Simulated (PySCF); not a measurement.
Stepwise substitution at one centre (Al F-OH). Isolated molecules, 0 K electronic values unless said otherwise. One relaxed conformer stands for each flexible species; it need not be the lowest. Strings in code marks are SMILES.

The brightest of the four lowest singlets (TDA) from two functionals at the same geometries (PBE0-D3(BJ)/def2-TZVP), both in PySCF: PBE-D3(BJ)/def2-TZVP and ωB97X-D3(BJ)/def2-TZVP. Excitations are Tamm–Dancoff values on a coarser integration grid. The basis has no diffuse functions, so Rydberg states are missing or too high.

| species | PBE-D3(BJ)/def2-TZVP (eV) |
|---|---|
| 0 of 3 F replaced by OH (`[Al]([F])([F])[F]`) | 8.09 |
| 2 of 3 F replaced by OH | 6.62 |
| 3 of 3 F replaced by OH | 6.88 |

Task: What does ωB97X-D3(BJ)/def2-TZVP give for each?

Result: 
- 0 of 3 F replaced by OH (`[Al]([F])([F])[F]`): 9.66
- 2 of 3 F replaced by OH: 7.96
- 3 of 3 F replaced by OH: 8.27
Over these rows, drawn at random from the members with no instability flagged (it was tested for open shells, ions and some series alone), PBE minus ωB97X-D3(BJ): mean -1.43 eV, from -1.57 eV to -1.33 eV.
